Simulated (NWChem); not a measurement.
Everything below was run with NWChem. System: chloromethane (CH3Cl), charge 0, spin multiplicity 1, at a geometry optimised with PBE/def2-SVP. Level: MP2/STO-3G, 6 core orbitals frozen.

Input file:

```
start mol
memory heap 200 mb stack 800 mb global 1000 mb
geometry units angstroms nocenter noautoz
  C      1.127872    -0.056818     0.000000
  Cl    -0.660971     0.033297     0.000000
  H      1.463483    -0.596686     0.904647
  H      1.463483    -0.596686    -0.904647
  H      1.542311     0.968228     0.000000
  symmetry group Cs
end
basis spherical
  * library sto-3g
end
scf
  rhf
  nopen 0
  maxiter 100
  thresh 1e-7
  semidirect memsize 60000000 filesize 0
end
mp2
  freeze core 6
end
task mp2 energy
```

Output (cleaned and shortened):

```
             Northwest Computational Chemistry Package (NWChem) 7.3.0
             --------------------------------------------------------

                                NWChem Input Module
                                -------------------

 Scaling coordinates for geometry "geometry" by  1.889725989
 (inverse scale =  0.529177249)

 Turning off AUTOSYM since
 SYMMETRY directive was detected!

                             Geometry "geometry" -> ""
                             -------------------------

 Output coordinates in angstroms (scale by  1.889725989 to convert to a.u.)

  No.       Tag          Charge          X              Y              Z
 ---- ---------------- ---------- -------------- -------------- --------------
    1 C                    6.0000     1.12787200    -0.05681800     0.00000000
    2 Cl                  17.0000    -0.66097100     0.03329700     0.00000000
    3 H                    1.0000     1.46348300    -0.59668600     0.90464700
    4 H                    1.0000     1.46348300    -0.59668600    -0.90464700
    5 H                    1.0000     1.54231100     0.96822800     0.00000000

 Effective nuclear repulsion energy (a.u.)      50.9037397874

            Nuclear Dipole moment (a.u.)
            ----------------------------
        X                 Y               Z
 ---------------- ---------------- ----------------
     0.0000037795    -0.0000056692     0.0000000000

      Symmetry information
      --------------------

 Group name             Cs
 Group number              2
 Group order               2
 No. of unique centers     4

      Symmetry unique atoms

     1    2    3    5


 Summary of "ao basis" -> "" (spherical)
 ------------------------------------------------------------------------------
       Tag                 Description            Shells   Functions and Types
 ---------------- ------------------------------  ------  ---------------------
 *                           sto-3g                   on all atoms

 Summary of "ao basis" -> "ao basis" (spherical)
 ------------------------------------------------------------------------------
       Tag                 Description            Shells   Functions and Types
 ---------------- ------------------------------  ------  ---------------------
 C                           sto-3g                  3        5   2s1p
 Cl                          sto-3g                  5        9   3s2p
 H                           sto-3g                  1        1   1s

                                 NWChem SCF Module
                                 -----------------

  ao basis        = "ao basis"
  functions       =    17
  atoms           =     5
  closed shells   =    13
  open shells     =     0
  charge          =   0.00
  wavefunction    = RHF
  use symmetry    = T
  symmetry adapt  = T

 Summary of "ao basis" -> "ao basis" (spherical)
 ------------------------------------------------------------------------------
       Tag                 Description            Shells   Functions and Types
 ---------------- ------------------------------  ------  ---------------------
 C                           sto-3g                  3        5   2s1p
 Cl                          sto-3g                  5        9   3s2p
 H                           sto-3g                  1        1   1s

      Symmetry analysis of basis
      --------------------------

        a'         13
        a"          4

 Forming initial guess at       0.0s

      Superposition of Atomic Density Guess
[...]
   Bfn.  Coefficient  Atom+Function         Bfn.  Coefficient  Atom+Function
  ----- ------------  ---------------      ----- ------------  ---------------
    13      0.996228  2 Cl py                 9     -0.267191  2 Cl py
    17     -0.201845  5 H  s                  4     -0.158724  1 C  py

 Vector   14  Occ=0.000000D+00  E= 3.695682D-01  Symmetry=a'
              MO Center=  3.0D-01, -1.5D-02,  2.7D-15, r^2= 1.3D+00
   Bfn.  Coefficient  Atom+Function         Bfn.  Coefficient  Atom+Function
  ----- ------------  ---------------      ----- ------------  ---------------
    12      0.896093  2 Cl px                 3      0.887947  1 C  px
     2     -0.639821  1 C  s                 11      0.432509  2 Cl s
     8     -0.212832  2 Cl px

 Vector   15  Occ=0.000000D+00  E= 6.445522D-01  Symmetry=a"
              MO Center=  1.3D+00, -3.3D-01, -8.5D-10, r^2= 1.2D+00
   Bfn.  Coefficient  Atom+Function         Bfn.  Coefficient  Atom+Function
  ----- ------------  ---------------      ----- ------------  ---------------
     5      1.089258  1 C  pz                15     -0.853538  3 H  s
    16      0.853538  4 H  s

 Vector   16  Occ=0.000000D+00  E= 6.445531D-01  Symmetry=a'
              MO Center=  1.3D+00,  2.0D-01,  8.0D-10, r^2= 1.2D+00
   Bfn.  Coefficient  Atom+Function         Bfn.  Coefficient  Atom+Function
  ----- ------------  ---------------      ----- ------------  ---------------
     4      1.087879  1 C  py                17     -0.985603  5 H  s
    15      0.492768  3 H  s                 16      0.492768  4 H  s

 center of mass
 --------------
 x =  -0.19182464 y =   0.00966312 z =   0.00000000

 moments of inertia (a.u.)
 ------------------
          12.099563690257           6.312964975418           0.000000000000
           6.312964975418         137.097804434010           0.000000000000
           0.000000000000           0.000000000000         137.415854637899

  Mulliken analysis of the total density
  --------------------------------------

    Atom       Charge   Shell Charges
 -----------   ------   -------------------------------------------------------
    1 C    6     6.13   1.99  1.23  2.90
    2 Cl  17    17.17   2.00  2.00  5.99  1.96  5.22
    3 H    1     0.90   0.90
    4 H    1     0.90   0.90
    5 H    1     0.90   0.90

       Multipole analysis of the density wrt the origin
       ------------------------------------------------

     L   x y z        total         open         nuclear
     -   - - -        -----         ----         -------
     0   0 0 0     -0.000000      0.000000     26.000000

     1   1 0 0      0.904785      0.000000      0.000004
     1   0 1 0     -0.045580      0.000000     -0.000006
     1   0 0 1     -0.000000      0.000000      0.000000

     2   2 0 0    -13.040659      0.000000     77.570177
     2   1 1 0     -0.031689      0.000000     -3.613251
     2   1 0 1     -0.000000      0.000000      0.000000
     2   0 2 0    -13.668026      0.000000      6.027068
     2   0 1 1      0.000000      0.000000      0.000000
     2   0 0 2    -13.669629      0.000000      5.845019

                   NWChem MP2 Semi-direct Energy/Gradient Module
                   ---------------------------------------------

  Basis functions       =     17
  Molecular orbitals    =     17
  Frozen core           =      6
  Frozen virtuals       =      0
  Active alpha occupied =      7
  Active beta occupied  =      7
  Active alpha virtual  =      4
  Active beta virtual   =      4
  Use MO symmetry       = T
  Use skeleton AO sym   = T

  AO/Fock/Back tols     =   1.0D-09  1.0D-09  1.0D-09

 GA uses MA = F    GA memory limited = T

 Available:
  local mem=  1.15D+08
 global mem=  1.31D+08
 local disk=  0.00D+00
  mp2_memr nvloc                     4
  nvloc new                     4
   1 passes of   7:        2097152                        846                     14997.
   1 passes of   7: M    114686834           G      131071422           F     112589682.

 Semi-direct pass number   1 of   1  for RHF alpha+beta  at        0.1s
  vrange nnbf                   152
  mp2_eaftype                    10  avail_ma_in_mb                   999
 EAF : mp2_eaftype filesize          10       7499.
  mp2_eaf for mointskh                     10
Node 0 wrote      0.0 Mb in      0.0 s     Agg I/O rate:   763.8 Mb/s
 Done moints_semi at        0.2s
  mp2_eaftype                    10  avail_ma_in_mb                   989
 EAF : mp2_eaftype filesize          10       7499.
  mp2_eaf for kh                    10
 Done maket at        0.2s
 Done multipass loop at        0.2s

          -------------------------------------------
          SCF energy                -493.722240358398
          Correlation energy          -0.064293654238
          Singlet pairs               -0.056577227338
          Triplet pairs               -0.007716426899
          Total MP2 energy          -493.786534012635
          -------------------------------------------

          ---------------------------------------------------
                    Spin Component Scaled (SCS) MP2
          Same spin pairs                     -0.005144284600
          Same spin scaling factor             0.333333333333
          Opposite spin pairs                 -0.059149369638
          Opposite spin scaling fact.          1.200000000000
          SCS-MP2 correlation energy          -0.072694005099
          Total SCS-MP2 energy              -493.794934363496
          ---------------------------------------------------

 -----------------------
 Performance information
 -----------------------

 Timer overhead =  1.91D-07 seconds/call

               Nr. of calls         CPU time (s)                 Wall time (s)                GFlops
             ---------------    -------------------     ------------------------------   -------------------
Name         Min   Avg   Max    Min     Avg     Max     Min     Avg     Max   Mx/calls   Min     Max     Sum
mp2: moin     1     1     1   4.68E-2 4.68E-2 4.68E-2  4.68E-2 4.68E-2 4.68E-2 4.68E-2   0.0     0.0     0.0
mp2: make     1     1     1   3.93E-4 3.93E-4 3.93E-4  3.93E-4 3.93E-4 3.93E-4 3.93E-4   0.0     0.0     0.0
mp2: tota     1     1     1   5.38E-2 5.38E-2 5.38E-2  5.38E-2 5.38E-2 5.38E-2 5.38E-2   0.0     0.0     0.0

 The average no. of pstat calls per process was 3.00D+00
 with a timing overhead of 5.74D-07s

 Task  times  cpu:        0.1s     wall:        0.1s

 Total times  cpu:        0.2s     wall:        0.2s
```
